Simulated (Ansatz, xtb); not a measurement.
**FH3PSi−: where a starting geometry ends**

The starting geometry of this gas-phase singlet has its atoms placed at random.

```xyz
6

F    -2.0147    0.3463   -0.4152
P    -0.6973    0.1336    0.9512
Si   -0.6346   -1.3441   -1.2347
H    -0.7352   -1.0588    1.4421
H     0.6096    0.7105    1.6548
H     0.2243   -0.3194   -0.4109
```

Question: One run relaxed it with r2SCAN-D4/def2-SVPD. What is a likely outcome?

Answer: It ends as `F[SiH-]P`. Distances that change by over a tenth: F1–P2 (1.91 → 3.11 Å), P2–H4 (1.29 → 1.44 Å). Contacts that open: P2–H6 (1.71 → 2.79 Å). Contacts that close: F1–Si3 (2.33 → 1.74 Å), P2–Si3 (2.64 → 2.38 Å).

The energy falls by 5.70 eV over 12 steps:

```csv
step,E − E(last) (eV)
1,5.703
2,4.549
3,3.355
5,1.170
6,0.426
7,0.103
8,0.021
10,0.000
11,0.000
12,0.000
```

Final geometry (Å):

```yaml
atoms:
  - { symbol: F, position_ang: [-2.1374, -0.1057, -1.2942] }
  - { symbol: P, position_ang: [-0.6339, 0.1457, 1.4202] }
  - { symbol: Si, position_ang: [-0.6709, -0.8543, -0.7426] }
  - { symbol: H, position_ang: [-0.8819, -1.0147, 2.2317] }
  - { symbol: H, position_ang: [0.7866, 0.0164, 1.5765] }
  - { symbol: H, position_ang: [0.2897, 0.2808, -1.2043] }
```

From the same start GFN2-xTB reaches the same bonding as this run.

From so rough a start the end depends on the optimiser's path, so another program may land elsewhere. No frequencies were run, so the end isn't proven a minimum. Run with Ansatz 0.2.0, 19 s on 1 thread of Intel(R) Xeon(R) 6975P-C (Granite Rapids), with other jobs on the host.
